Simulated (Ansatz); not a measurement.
# AlH₅O: a spread of methods and bases

Aim: run AlH₅O under a spread of inputs, and see what each costs and gives.

Computed with Ansatz 0.2.0, Gaussian basis. Level: the settings change from run to run.

## Step 1: The molecule

An earlier PBE0-D4 in a triple-zeta def2 set relaxation fixed the geometry.

SMILES `[OH2+][AlH3-]`, 7 atoms, charge 0, spin multiplicity 1.

Atoms are counted from 1 here; the program's logs count them from 0.

Bond lengths: O1–Al2 2.031 Å, O1–H3 0.964 Å, O1–H4 0.963 Å, Al2–H5 1.592 Å, Al2–H6 1.603 Å, Al2–H7 1.603 Å. Angles: Al2–O1–H3 111.3°, Al2–O1–H4 111.4°, H3–O1–H4 107.7°, O1–Al2–H5 103.1°, O1–Al2–H6 95.5°, O1–Al2–H7 95.6°, H5–Al2–H6 118.2°, H5–Al2–H7 118.2°, H6–Al2–H7 117.8°.

## Step 2: PBEsol/def2-TZVPP

This run has charge -1, multiplicity 2, a point charge of 1.00 e beside it, D3(BJ) dispersion.

Input file in.yaml:

```yaml
crystal:
  periodic: [false, false, false]
  atoms:
    - {symbol: O, position_ang: [-0.144382, -1.155325, -0.146307]}
    - {symbol: Al, position_ang: [0.142298, 0.855219, -0.144194]}
    - {symbol: H, position_ang: [-0.993939, -1.387607, 0.244388]}
    - {symbol: H, position_ang: [0.542146, -1.608274, 0.355533]}
    - {symbol: H, position_ang: [0.312157, 1.196235, -1.689693]}
    - {symbol: H, position_ang: [-1.252777, 1.208183, 0.561142]}
    - {symbol: H, position_ang: [1.455799, 0.823568, 0.773430]}
basis:
  gaussian: {orbitals: def2-TZVPP, point_charges: [{charge: 1.00, position_ang: [4.058, 0.511, 0.875]}]}
total_charge: -1
magnetization: {spin_polarized: true, initial_magnetization: 1}
hamiltonian: {xc: {name: PBEsol}, dispersion: d3bj}
output: {forces: true}
```

Launch:

```bash
$ ansatz run in.yaml --threads 2 --pin off --events-out ev --progress --plain --max-ram 32768MiB --backend cpu
```

The program printed:

```text
Functional definition: PBEsol
  name "PBEsol"
  cite "Perdew et al., Phys. Rev. Lett. 100, 136406 (2008) doi:10.1103/PhysRevLett.100.136406"
  cite "Perdew, Burke & Ernzerhof, Phys. Rev. Lett. 77, 3865 (1996) doi:10.1103/PhysRevLett.77.3865"
  parent pbesol
  exchange = pbesol_x
  correlation = pbesol_c
715 factors; their error is unknown
mean field evaluation 1: about -8699.0623 eV, gradient 1.8e1 eV
mean field evaluation 2: about -8695.8544 eV, gradient 3.2e1 eV
mean field evaluation 4: about -8702.6339 eV, gradient 2.9e0 eV
mean field evaluation 8: about -8702.6780 eV, gradient 7.8e-2 eV
mean field evaluation 16: about -8702.6716 eV, gradient 4.1e-5 eV
mean field -8702.67162665 eV, -319.8172833967 hartree, gradient 1.4e-5 eV, S^2 0.751910; 0 other end points of the search recorded, 0 dependent functions left out
the calculation of the forces begins
reference -8702.67167344 eV, -319.8172851163 hartree; 14, 13 occupied and 129, 130 virtual orbitals, 715 factors
Total energy: -8702.70086770 eV, -319.8183579853 hartree
Atom 0 at    -0.144382    -1.155325    -0.146307 Å, force    -0.088989     1.579227    -1.858694 eV/Å
Atom 1 at     0.142298     0.855219    -0.144194 Å, force    -0.469282    -0.442831    -0.199149 eV/Å
Atom 2 at    -0.993939    -1.387607     0.244388 Å, force    -1.399707    -0.319836     0.679632 eV/Å
Atom 3 at     0.542146    -1.608274     0.355533 Å, force     1.692985    -1.077198     1.159821 eV/Å
Atom 4 at     0.312157     1.196235    -1.689693 Å, force     0.251401     0.068752    -0.231479 eV/Å
Atom 5 at    -1.252777     1.208183     0.561142 Å, force    -0.074188     0.089250     0.183235 eV/Å
Atom 6 at     1.455799     0.823568     0.773430 Å, force     1.444709     0.054017     0.449356 eV/Å
Dipole moment:    -0.822813    -0.584132    -0.124993 e Å
```

It took 2.9 s on 2 threads, shared host.

Largest force 2.441 eV/Å, ⟨S²⟩ 0.752.

## Step 3: revPBE0/6-31++G**

Set apart from the defaults: coordinates scaled by 0.96, D4 dispersion, relativity set to none.

Input file in.yaml:

```yaml
crystal:
  periodic: [false, false, false]
  atoms:
    - {symbol: O, position_ang: [-0.138607, -1.109112, -0.140454]}
    - {symbol: Al, position_ang: [0.136606, 0.821010, -0.138427]}
    - {symbol: H, position_ang: [-0.954182, -1.332103, 0.234613]}
    - {symbol: H, position_ang: [0.520460, -1.543943, 0.341312]}
    - {symbol: H, position_ang: [0.299670, 1.148386, -1.622105]}
    - {symbol: H, position_ang: [-1.202666, 1.159856, 0.538697]}
    - {symbol: H, position_ang: [1.397567, 0.790626, 0.742493]}
basis:
  gaussian: {orbitals: "6-31++G**"}
hamiltonian: {xc: {name: revPBE0}, dispersion: d4, pseudopotentials: {relativity: none}}
output: {forces: true}
```

The command is unchanged.

The program printed (excerpt; [...] marks lines left out):

```text
Functional definition: revPBE0
  name "revPBE0"
  cite "Zhang & Yang, Phys. Rev. Lett. 80, 890 (1998) doi:10.1103/PhysRevLett.80.890"
  cite "Adamo & Barone, J. Chem. Phys. 110, 6158 (1999) doi:10.1063/1.478522"
  cite "Perdew, Burke & Ernzerhof, Phys. Rev. Lett. 77, 3865 (1996) doi:10.1103/PhysRevLett.77.3865"
[...]
628 factors; integrals over basis functions are off by at most 1.1e-3 eV
[...]
mean field -8722.45682216 eV, -320.5443759207 hartree, gradient 1.8e-5 eV, S^2 0.000000; 0 other end points of the search recorded, 0 dependent functions left out
[...]
reference -8722.45688572 eV, -320.5443782566 hartree; 13, 13 occupied and 59, 59 virtual orbitals, 628 factors
Total energy: -8722.63847072 eV, -320.5510513821 hartree
Atom 0 at    -0.138607    -1.109112    -0.140454 Å, force     0.249467     0.735810    -1.975932 eV/Å
Atom 1 at     0.136606     0.821010    -0.138427 Å, force     0.075426     0.489517    -0.077150 eV/Å
Atom 2 at    -0.954182    -1.332103     0.234613 Å, force    -2.189960    -0.596507     0.865916 eV/Å
Atom 3 at     0.520460    -1.543943     0.341312 Å, force     1.790645    -1.167960     1.154057 eV/Å
Atom 4 at     0.299670     1.148386    -1.622105 Å, force     0.119654     0.261612    -1.048391 eV/Å
Atom 5 at    -1.202666     1.159856     0.538697 Å, force    -0.915207     0.265700     0.470842 eV/Å
Atom 6 at     1.397567     0.790626     0.742493 Å, force     0.869976     0.011829     0.610658 eV/Å
Dipole moment:    -0.152017    -0.923214     0.282404 e Å
```

Wall time 1.5 s (2 threads, shared host).

Largest force 2.429 eV/Å, dipole 4.69 D.

## Step 4: revPBE0/6-31++G**

This run has D4 dispersion.

Input file in.yaml:

```yaml
crystal:
  periodic: [false, false, false]
  atoms:
    - {symbol: O, position_ang: [-0.144382, -1.155325, -0.146307]}
    - {symbol: Al, position_ang: [0.142298, 0.855219, -0.144194]}
    - {symbol: H, position_ang: [-0.993939, -1.387607, 0.244388]}
    - {symbol: H, position_ang: [0.542146, -1.608274, 0.355533]}
    - {symbol: H, position_ang: [0.312157, 1.196235, -1.689693]}
    - {symbol: H, position_ang: [-1.252777, 1.208183, 0.561142]}
    - {symbol: H, position_ang: [1.455799, 0.823568, 0.773430]}
basis:
  gaussian: {orbitals: "6-31++G**"}
hamiltonian: {xc: {name: revPBE0}, dispersion: d4}
output: {forces: true}
```

The command is unchanged.

The program printed (excerpt; [...] marks lines left out):

```text
Functional definition: revPBE0
  name "revPBE0"
  cite "Zhang & Yang, Phys. Rev. Lett. 80, 890 (1998) doi:10.1103/PhysRevLett.80.890"
  cite "Adamo & Barone, J. Chem. Phys. 110, 6158 (1999) doi:10.1063/1.478522"
  cite "Perdew, Burke & Ernzerhof, Phys. Rev. Lett. 77, 3865 (1996) doi:10.1103/PhysRevLett.77.3865"
[...]
628 factors; integrals over basis functions are off by at most 1.3e-3 eV
[...]
mean field -8722.71194318 eV, -320.5537514452 hartree, gradient 2.2e-5 eV, S^2 0.000000; 0 other end points of the search recorded, 0 dependent functions left out
[...]
reference -8722.71200790 eV, -320.5537538239 hartree; 13, 13 occupied and 59, 59 virtual orbitals, 628 factors
Total energy: -8722.88838184 eV, -320.5602354466 hartree
Atom 0 at    -0.144382    -1.155325    -0.146307 Å, force    -0.022703    -0.162788    -0.006990 eV/Å
Atom 1 at     0.142298     0.855219    -0.144194 Å, force     0.038566     0.257612    -0.026962 eV/Å
Atom 2 at    -0.993939    -1.387607     0.244388 Å, force    -0.068625    -0.044210     0.009351 eV/Å
Atom 3 at     0.542146    -1.608274     0.355533 Å, force     0.051597    -0.061164     0.018163 eV/Å
Atom 4 at     0.312157     1.196235    -1.689693 Å, force     0.007803     0.010984    -0.078408 eV/Å
Atom 5 at    -1.252777     1.208183     0.561142 Å, force    -0.068504     0.009144     0.037367 eV/Å
Atom 6 at     1.455799     0.823568     0.773430 Å, force     0.061866    -0.009577     0.047479 eV/Å
Dipole moment:    -0.152428    -0.922451     0.289629 e Å
```

Run time: 1.5 s. Hardware: 2 threads, shared host.

Largest force 0.262 eV/Å, dipole 4.70 D.

## Step 5: r2SCAN0/6-31++G**

Options: coordinates scaled by 0.96, D3(BJ) with three-body dispersion, high accuracy.

Input file in.yaml:

```yaml
crystal:
  periodic: [false, false, false]
  atoms:
    - {symbol: O, position_ang: [-0.138607, -1.109112, -0.140454]}
    - {symbol: Al, position_ang: [0.136606, 0.821010, -0.138427]}
    - {symbol: H, position_ang: [-0.954182, -1.332103, 0.234613]}
    - {symbol: H, position_ang: [0.520460, -1.543943, 0.341312]}
    - {symbol: H, position_ang: [0.299670, 1.148386, -1.622105]}
    - {symbol: H, position_ang: [-1.202666, 1.159856, 0.538697]}
    - {symbol: H, position_ang: [1.397567, 0.790626, 0.742493]}
basis:
  gaussian: {orbitals: "6-31++G**"}
hamiltonian: {xc: {name: r2SCAN0}, dispersion: d3bjatm}
accuracy: high
output: {forces: true}
```

The command is unchanged.

The program printed (excerpt; [...] marks lines left out):

```text
Functional definition: r2SCAN0
  name "r2SCAN0"
  cite "Bursch, Neugebauer, Ehlert & Grimme, J. Chem. Phys. 156, 134105 (2022) doi:10.1063/5.0086040"
  cite "Furness, Kaplan, Ning, Perdew & Sun, J. Phys. Chem. Lett. 11, 8208 (2020) doi:10.1021/acs.jpclett.0c02405"
  cite "Furness, Kaplan, Ning, Perdew & Sun, J. Phys. Chem. Lett. 11, 9248 (2020) doi:10.1021/acs.jpclett.0c03077"
  parent r2scan
[...]
1501 factors; integrals over basis functions are off by at most 3.7e-9 eV
[...]
mean field -8722.62403652 eV, -320.5505209350 hartree, gradient 6.5e-8 eV, S^2 0.000000; 0 other end points of the search recorded, 0 dependent functions left out
[...]
reference -8722.62403783 eV, -320.5505209834 hartree; 13, 13 occupied and 59, 59 virtual orbitals, 1501 factors
Total energy: -8722.64847469 eV, -320.5514190212 hartree
Atom 0 at    -0.138607    -1.109112    -0.140454 Å, force     0.236990     0.770943    -1.735923 eV/Å
Atom 1 at     0.136606     0.821010    -0.138427 Å, force     0.051169     0.318827    -0.079763 eV/Å
Atom 2 at    -0.954182    -1.332103     0.234613 Å, force    -1.987438    -0.533285     0.761516 eV/Å
Atom 3 at     0.520460    -1.543943     0.341312 Å, force     1.630726    -1.052686     1.023401 eV/Å
Atom 4 at     0.299670     1.148386    -1.622105 Å, force     0.107555     0.241610    -0.930292 eV/Å
Atom 5 at    -1.202666     1.159856     0.538697 Å, force    -0.809601     0.239687     0.418651 eV/Å
Atom 6 at     1.397567     0.790626     0.742493 Å, force     0.770598     0.014903     0.542410 eV/Å
Dipole moment:    -0.153943    -0.933951     0.287908 e Å
```

It took 5.5 s on 2 threads, shared host.

Largest force 2.194 eV/Å, dipole 4.75 D.

## Step 6: CCSD(T)/pcseg-2

This run has the search for lower states set to full.

Input file in.yaml:

```yaml
crystal:
  periodic: [false, false, false]
  atoms:
    - {symbol: O, position_ang: [-0.144382, -1.155325, -0.146307]}
    - {symbol: Al, position_ang: [0.142298, 0.855219, -0.144194]}
    - {symbol: H, position_ang: [-0.993939, -1.387607, 0.244388]}
    - {symbol: H, position_ang: [0.542146, -1.608274, 0.355533]}
    - {symbol: H, position_ang: [0.312157, 1.196235, -1.689693]}
    - {symbol: H, position_ang: [-1.252777, 1.208183, 0.561142]}
    - {symbol: H, position_ang: [1.455799, 0.823568, 0.773430]}
basis:
  gaussian: {orbitals: pcseg-2}
hamiltonian: {xc: {name: HF}}
correlation: {method: ccsd_t}
scf: {lower_state_search: full}
```

The command is unchanged.

The program printed (excerpt; [...] marks lines left out):

```text
Functional definition: HF
  name "HF"
  cite "Fock, Z. Phys. 61, 126 (1930) doi:10.1007/BF01340294"
  parent pbe
[...]
784 factors; integrals over basis functions are off by at most 1.0e-3 eV
[...]
mean field -8700.19121248 eV, -319.7261298573 hartree, gradient 2.7e-6 eV, S^2 0.000000; 0 other end points of the search recorded, 0 dependent functions left out
6 core orbitals not correlated: weight in the atoms' cores, before any rotation towards them, 1.000 or more for the frozen orbitals, at most 0.000 for the correlated occupied ones
reference -8700.19121248 eV, -319.7261298573 hartree; 7, 7 occupied and 121, 121 virtual orbitals, 784 factors
second order -9.59867625 eV of doubles, -0.00000000 eV of singles
cycle   1  -10.04253967 eV  change   -4.4e-1 eV  update   6.4e-2
[...]
cycle   8  -10.36406832 eV  change    4.9e-6 eV  update   1.2e-5
perturbative correction -0.25629696 eV, -0.0094187395 hartree
Total energy: -8710.81157776 eV, -320.1164210824 hartree
```

Wall time 7 s (2 threads, shared host); peak memory 0.69 GiB.

T1 0.008.

## Step 7: SPW92/def2-TZVPP

Options: charge -1, multiplicity 2, a point charge of 2.00 e beside it.

in.yaml: that of step 6 with these lines changed.

```diff
@@ -11,5 +11,5 @@
 basis:
-  gaussian: {orbitals: pcseg-2}
-hamiltonian: {xc: {name: HF}}
-correlation: {method: ccsd_t}
-scf: {lower_state_search: full}
+  gaussian: {orbitals: def2-TZVPP, point_charges: [{charge: 2.00, position_ang: [4.164, -0.605, -0.599]}]}
+total_charge: -1
+magnetization: {spin_polarized: true, initial_magnetization: 1}
+hamiltonian: {xc: {name: SPW92}}
```

Launched as before.

The program printed:

```text
Functional definition: SPW92
  name "SPW92"
  cite "Dirac, Proc. Camb. Phil. Soc. 26, 376 (1930) doi:10.1017/S0305004100016108"
  cite "Slater, Phys. Rev. 81, 385 (1951) doi:10.1103/PhysRev.81.385"
  cite "Perdew & Wang, Phys. Rev. B 45, 13244 (1992) doi:10.1103/PhysRevB.45.13244"
  exchange = slater_x
  correlation = pw_c
715 factors; their error is unknown
mean field evaluation 1: about -8686.7615 eV, gradient 1.8e1 eV
mean field evaluation 2: about -8684.2940 eV, gradient 2.8e1 eV
mean field evaluation 4: about -8689.4863 eV, gradient 2.1e0 eV
mean field evaluation 8: about -8689.5200 eV, gradient 5.0e-2 eV
mean field evaluation 16: about -8689.5044 eV, gradient 4.1e-4 eV
mean field -8689.50442964 eV, -319.3333978315 hartree, gradient 3.0e-5 eV, S^2 0.750590; 0 other end points of the search recorded, 0 dependent functions left out
reference -8689.50446806 eV, -319.3333992437 hartree; 14, 13 occupied and 129, 130 virtual orbitals, 715 factors
Total energy: -8689.50446806 eV, -319.3333992437 hartree
```

Run time: 2.2 s. Hardware: 2 threads, shared host.

⟨S²⟩ 0.751.

## Step 8: MP2/cc-pVDZ

Options: the search for lower states set to full.

in.yaml: that of step 7 with these lines changed.

```diff
@@ -11,5 +11,6 @@
 basis:
-  gaussian: {orbitals: def2-TZVPP, point_charges: [{charge: 2.00, position_ang: [4.164, -0.605, -0.599]}]}
-total_charge: -1
-magnetization: {spin_polarized: true, initial_magnetization: 1}
-hamiltonian: {xc: {name: SPW92}}
+  gaussian: {orbitals: cc-pVDZ}
+hamiltonian: {xc: {name: HF}}
+correlation: {method: mp2}
+scf: {lower_state_search: full}
+output: {forces: true}
```

Launched as before.

The program printed (excerpt; [...] marks lines left out):

```text
Functional definition: HF
  name "HF"
  cite "Fock, Z. Phys. 61, 126 (1930) doi:10.1007/BF01340294"
  parent pbe
[...]
523 factors; integrals over basis functions are off by at most 9.2e-4 eV
[...]
mean field -8699.23658339 eV, -319.6910478852 hartree, gradient 8.6e-7 eV, S^2 0.000000; 0 other end points of the search recorded, 0 dependent functions left out
6 core orbitals not correlated: weight in the atoms' cores, before any rotation towards them, 1.000 or more for the frozen orbitals, at most 0.000 for the correlated occupied ones
reference -8699.23658339 eV, -319.6910478852 hartree; 7, 7 occupied and 44, 44 virtual orbitals, 523 factors
second order -7.77150238 eV of doubles, -0.00000000 eV of singles
[...]
Total energy: -8707.00808577 eV, -319.9766453301 hartree
Atom 0 at    -0.144382    -1.155325    -0.146307 Å, force     0.041989     0.057209    -0.464624 eV/Å
Atom 1 at     0.142298     0.855219    -0.144194 Å, force     0.048908     0.342271    -0.001419 eV/Å
Atom 2 at    -0.993939    -1.387607     0.244388 Å, force    -0.173716    -0.200993     0.225730 eV/Å
Atom 3 at     0.542146    -1.608274     0.355533 Å, force     0.076995    -0.236542     0.243987 eV/Å
Atom 4 at     0.312157     1.196235    -1.689693 Å, force     0.000013     0.003064     0.005558 eV/Å
Atom 5 at    -1.252777     1.208183     0.561142 Å, force     0.016179     0.015624    -0.003570 eV/Å
Atom 6 at     1.455799     0.823568     0.773430 Å, force    -0.010369     0.019368    -0.005662 eV/Å
Dipole moment:    -0.152569    -0.927683     0.281090 e Å
```

Wall time 0.85 s (2 threads, shared host).

Largest force 0.470 eV/Å, dipole 4.71 D.

## Step 9: BHLYP/pcseg-2

Options: unrestricted orbitals, coordinates scaled by 0.96, D4 dispersion, high accuracy.

Input file in.yaml:

```yaml
crystal:
  periodic: [false, false, false]
  atoms:
    - {symbol: O, position_ang: [-0.138607, -1.109112, -0.140454]}
    - {symbol: Al, position_ang: [0.136606, 0.821010, -0.138427]}
    - {symbol: H, position_ang: [-0.954182, -1.332103, 0.234613]}
    - {symbol: H, position_ang: [0.520460, -1.543943, 0.341312]}
    - {symbol: H, position_ang: [0.299670, 1.148386, -1.622105]}
    - {symbol: H, position_ang: [-1.202666, 1.159856, 0.538697]}
    - {symbol: H, position_ang: [1.397567, 0.790626, 0.742493]}
basis:
  gaussian: {orbitals: pcseg-2}
magnetization: {spin_polarized: true, initial_magnetization: 0}
hamiltonian: {xc: {name: BHLYP}, dispersion: d4}
accuracy: high
```

Same command.

The program printed:

```text
Functional definition: BHLYP
  name "BHLYP"
  cite "Becke, J. Chem. Phys. 98, 1372 (1993) doi:10.1063/1.464304"
  cite "Becke, Phys. Rev. A 38, 3098 (1988) doi:10.1103/PhysRevA.38.3098"
  cite "Lee, Yang & Parr, Phys. Rev. B 37, 785 (1988) doi:10.1103/PhysRevB.37.785"
  parameter a = 0.5
  exchange = (1 - a)*b88_x + a*exact_x
  correlation = lyp_c
2422 factors; integrals over basis functions are off by at most 3.5e-9 eV
mean field evaluation 1: about -8722.7230 eV, gradient 2.9e1 eV
mean field evaluation 2: about -8722.7629 eV, gradient 2.9e1 eV
mean field evaluation 4: about -8725.4305 eV, gradient 2.0e-1 eV
mean field evaluation 8: about -8725.5105 eV, gradient 9.4e-3 eV
mean field evaluation 16: about -8725.5105 eV, gradient 1.1e-6 eV
mean field -8725.51045855 eV, -320.6565949883 hartree, gradient 2.6e-8 eV, S^2 0.000000; 0 other end points of the search recorded, 0 dependent functions left out
reference -8725.51048492 eV, -320.6565959573 hartree; 13, 13 occupied and 121, 121 virtual orbitals, 2422 factors
Total energy: -8725.59875451 eV, -320.6598398051 hartree
```

Run time: 11 s. Hardware: 2 threads, shared host; peak memory 0.6 GiB.

⟨S²⟩ 0.000.

## Step 10: SPW92/def2-SVP

Options: a grid of angular degree 23, a point charge of 0.50 e beside it.

Input file in.yaml:

```yaml
crystal:
  periodic: [false, false, false]
  atoms:
    - {symbol: O, position_ang: [-0.144382, -1.155325, -0.146307]}
    - {symbol: Al, position_ang: [0.142298, 0.855219, -0.144194]}
    - {symbol: H, position_ang: [-0.993939, -1.387607, 0.244388]}
    - {symbol: H, position_ang: [0.542146, -1.608274, 0.355533]}
    - {symbol: H, position_ang: [0.312157, 1.196235, -1.689693]}
    - {symbol: H, position_ang: [-1.252777, 1.208183, 0.561142]}
    - {symbol: H, position_ang: [1.455799, 0.823568, 0.773430]}
basis:
  gaussian: {orbitals: def2-SVP, final_grid: {core_spheres: 8, valence_spheres: 7, degree: 23}, point_charges: [{charge: 0.50, position_ang: [4.646, 0.648, 0.659]}]}
hamiltonian: {xc: {name: SPW92}}
```

Launched as before.

The program printed:

```text
Functional definition: SPW92
  name "SPW92"
  cite "Dirac, Proc. Camb. Phil. Soc. 26, 376 (1930) doi:10.1017/S0305004100016108"
  cite "Slater, Phys. Rev. 81, 385 (1951) doi:10.1103/PhysRev.81.385"
  cite "Perdew & Wang, Phys. Rev. B 45, 13244 (1992) doi:10.1103/PhysRevB.45.13244"
  exchange = slater_x
  correlation = pw_c
626 factors; their error is unknown
mean field evaluation 1: about -8672.5240 eV, gradient 4.7e1 eV
mean field evaluation 2: about -8665.0324 eV, gradient 8.2e1 eV
mean field evaluation 4: about -8676.6966 eV, gradient 6.1e-1 eV
mean field evaluation 8: about -8676.6755 eV, gradient 6.4e-2 eV
mean field -8676.67553757 eV, -318.8619447439 hartree, gradient 8.2e-6 eV, S^2 0.000000; 0 other end points of the search recorded, 0 dependent functions left out
reference -8676.67556981 eV, -318.8619459287 hartree; 13, 13 occupied and 44, 44 virtual orbitals, 626 factors
Total energy: -8676.67556981 eV, -318.8619459287 hartree
```

Run time: 0.46 s. Hardware: 2 threads, shared host.

## Step 11: The runs in one table

| level | charge | multiplicity | geometry | functions | energy (eV) | time |
| --- | --- | --- | --- | --- | --- | --- |
| PBEsol/def2-TZVPP | -1 | 2 | relaxed, point charge | 143 | -8702.701 | 2.9 s |
| revPBE0/6-31++G** | 0 | 1 | scaled | 72 | -8722.638 | 1.5 s |
| revPBE0/6-31++G** | 0 | 1 | relaxed | 72 | -8722.888 | 1.5 s |
| r2SCAN0/6-31++G** | 0 | 1 | scaled | 72 | -8722.648 | 5.5 s |
| CCSD(T)/pcseg-2 | 0 | 1 | relaxed | 134 | -8710.812 | 7 s |
| SPW92/def2-TZVPP | -1 | 2 | relaxed, point charge | 143 | -8689.504 | 2.2 s |
| MP2/cc-pVDZ | 0 | 1 | relaxed | 57 | -8707.008 | 0.85 s |
| BHLYP/pcseg-2 | 0 | 1 | scaled | 134 | -8725.599 | 11 s |
| SPW92/def2-SVP | 0 | 1 | relaxed, point charge | 57 | -8676.676 | 0.46 s |

## Step 12: Outcome

```
                                         quantity                   value
                                             runs                       9
                                         quickest  SPW92/def2-SVP, 0.46 s
                                          slowest     BHLYP/pcseg-2, 11 s
spread of total energies, same state and geometry                 15.9 eV
                  dipole, same state and geometry          4.70 to 4.71 D
```

BHLYP/pcseg-2 took 24 times as long as SPW92/def2-SVP. The jobs differ in tasks and options as well as level. The totals spread over 16 eV; they can't be compared across methods or bases. At the PBE0-D4/def2-TZVP geometry and in the same state, runs without warnings or point charges leave forces up to 0.47 eV/Å (MP2/cc-pVDZ), against 2.4 eV/Å where the atoms were moved.
